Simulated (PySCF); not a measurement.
# [HSO2]− (SMILES O=[SH][O-]): wB97X-V/STO-3G

Aim: the vertical singlet–triplet gap of [HSO2]− at wB97X-V/STO-3G, from 2 runs. The job is set up through a Python script.

The results are computed with PySCF 2.14.0.

8 further runs of the same task are left out: 8 set aside as unsound or not needed.

## (1) The system as given

[HSO2]− has 4 atoms, charge -1, and is taken as a singlet. As SMILES, `O=[SH][O-]`. The coordinates come from a GFN2-xTB relaxation.

Bond lengths: O1–S2 1.485 Å, S2–O3 1.486 Å, S2–H4 1.617 Å. Angles: O1–S2–O3 112.7°, O1–S2–H4 101.0°, O3–S2–H4 101.0°.

## (2) The energy at wB97X-V/STO-3G

Input file job.py:

```python
from pyscf import gto, dft

mol = gto.M(
    atom=[
    ('O', (-1.198220, 0.078790, 0.730410)),
    ('S', (-0.199070, -0.294820, -0.302710)),
    ('O', (1.007500, -0.941190, 0.274450)),
    ('H', (0.389790, 1.157220, -0.702150)),
],
    max_memory=1860,
    spin=0,
    verbose=3,
    basis='sto-3g',
    charge=-1,
)

mf = dft.RKS(mol, xc='wb97x-v')
mf.grids.level = 5
mf.nlcgrids.level = 1
mf.conv_tol = 1e-10
mf.kernel()
if not mf.converged:
    mf = mf.newton().run(mf.mo_coeff, mf.mo_occ)

energy = mf.e_tot
print('E(%s) = %.9f' % ('WB97X-V', energy))
```

On the command line:

```bash
$ OMP_NUM_THREADS=1 python job.py
```

Standard output:

```text
converged SCF energy = -542.227418453248
E(WB97X-V) = -542.227418453
```

Run time: 15 s. Hardware: 1 thread of Arm Neoverse V2, shared host; peak memory 0.2 GiB.

## (3) The triplet

Input file start.xyz:

```xyz
4
HO2S
O     -1.198220     0.078790     0.730410
S     -0.199070    -0.294820    -0.302710
O      1.007500    -0.941190     0.274450
H      0.389790     1.157220    -0.702150
```

Input file job.py:

```python
from pyscf import gto, dft

mol = gto.M(
    atom='start.xyz',
    verbose=4,
    max_memory=1860,
    charge=-1,
    basis='sto-3g',
    spin=2,
)

myscf = dft.UKS(mol)
myscf.xc = 'wb97x-v'
myscf.grids.level = 5
myscf.conv_tol = 1e-10
myscf.nlcgrids.level = 1
myscf.kernel()
if not myscf.converged:
    myscf = myscf.newton().run(myscf.mo_coeff, myscf.mo_occ)

energy = myscf.e_tot
print(f'total energy: {energy:.8f} hartree')
```

On the command line:

```bash
$ OMP_NUM_THREADS=1 python job.py
```

Standard output:

```text
PySCF version 2.14.0

[INPUT] num. atoms = 4
[INPUT] num. electrons = 34
[INPUT] charge = -1
[INPUT] spin (= nelec alpha-beta = 2S) = 2
[INPUT] symmetry False subgroup None
[INPUT] Mole.unit = angstrom
[INPUT] Symbol           X                Y                Z      unit          X                Y                Z       unit  Magmom
[INPUT]  1 O     -1.198220000000   0.078790000000   0.730410000000 AA   -2.264307636976   0.148891521354   1.380274858644 Bohr   0.0
[INPUT]  2 S     -0.199070000000  -0.294820000000  -0.302710000000 AA   -0.376187779617  -0.557129056044  -0.572038995167 Bohr   0.0
[INPUT]  3 O      1.007500000000  -0.941190000000   0.274450000000 AA    1.903899070499  -1.778591331179   0.518635334887 Bohr   0.0
[INPUT]  4 H      0.389790000000   1.157220000000  -0.702150000000 AA    0.736596346094   2.186828865869  -1.326871198363 Bohr   0.0

[... 52 lines left out ...]
WARN: HOMO 0.113349979103801 >= LUMO -0.226449163893393
[... 54 lines left out ...]
converged SCF energy = -542.106417627025  <S^2> = 2.0047932  2S+1 = 3.0031938
total energy: -542.10641763 hartree
```

It took 19 s on 1 thread of Arm Neoverse V2, shared host; peak memory 0.21 GiB.

## (4) Results

Level: wB97X-V/STO-3G.

| quantity | value |
| --- | --- |
| singlet: total energy | -542.22742 Eh |
| singlet: HOMO energy | 4.74 eV |
| singlet: LUMO energy | 15.58 eV |
| singlet: HOMO–LUMO gap (to an unbound level, set by the basis) | 10.84 eV |
| triplet: total energy | -542.10642 Eh |
| triplet: HOMO energy (highest over α and β) | 8.02 eV |
| triplet: LUMO energy (lowest over α and β) | 12.29 eV |
| triplet: ⟨S²⟩ | 2.005 |
| vertical energy of the triplet above the singlet | 3.293 eV |

What this shows: At this shape the triplet lies 3.29 eV (76 kcal/mol) above the singlet. In a minimal basis such a difference can be off by several eV, whatever the method. The HOMO (singlet) lies at positive energy, 4.74 eV; only total energies tell whether the electron is bound. Mulliken charges (triplet) run from -0.57 on O1 to +0.43 on S2. The HOMO (triplet) lies at positive energy, 8.02 eV; only total energies tell whether the electron is bound.
